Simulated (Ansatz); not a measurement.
**ClHSSi: functionals against CCSD(T) at one geometry**

One table from this session's results is given with a row withheld; the runs are named, their logs left out.

Method: single points in def2-TZVPP; program: Ansatz 0.2.0, Gaussian basis.

Cores are frozen in the correlated methods.

## Where the work starts

4 atoms, charge 0, spin multiplicity 1.

Atoms are counted from 1 here; the program's logs count them from 0.

Bond lengths: S1–Si2 1.933 Å, Si2–Cl3 1.905 Å. Angles: S1–Si2–Cl3 124.4°.

Coordinates:

```xyz
4
ClHSSi
S    -1.80630   -0.66790    0.28890
Si   -0.00830   -0.03910   -0.04040
Cl    1.56900   -0.93310    0.54440
H     0.44560    1.53870   -0.60630
```

Set-up of the first run:

File run/in.yaml:

```yaml
crystal:
  periodic: [false, false, false]
  atoms:
    - {symbol: S, position_ang: [-1.806300, -0.667900, 0.288900]}
    - {symbol: Si, position_ang: [-0.008300, -0.039100, -0.040400]}
    - {symbol: Cl, position_ang: [1.569000, -0.933100, 0.544400]}
    - {symbol: H, position_ang: [0.445600, 1.538700, -0.606300]}
basis:
  gaussian: {orbitals: def2-TZVPP}
correlation: {method: ccsd_t}
output: {forces: true}
```

The command line of these runs was not kept.

Among the steps run: CCSD(T)/def2-TZVPP; PBE0-D4/def2-TZVPP; wB97M-V/def2-TZVPP; r2SCAN-D4/def2-TZVPP; PBE-D4/def2-TZVPP; wB97X-V/def2-TZVPP; BLYP-D4/def2-TZVPP.

One of the session's tables, all rows but one given; the rest of the session is left out.

| method | RMS force component (eV/Å) | angle to CCSD(T) forces (°) | dipole (D) |
| --- | --- | --- | --- |
| CCSD(T) | 1.842 | reference | 2.44 |
| PBE0-D4 | 1.755 | 3.7 | 2.54 |
| wB97M-V | ? | ? | ? |
| r2SCAN-D4 | 1.769 | 2.0 | 2.49 |
| PBE-D4 | 1.791 | 4.0 | 2.33 |
| wB97X-V | 1.808 | 6.7 | 2.74 |
| BLYP-D4 | 1.861 | 5.9 | 2.30 |

Q: Estimate the row for wB97M-V from the others.

As computed: RMS force component (eV/Å): 1.822; angle to CCSD(T) forces (°): 5.3; dipole (D): 2.61. In the column «RMS force component (eV/Å)» it lies between wB97X-V (1.808) and CCSD(T) (1.842).
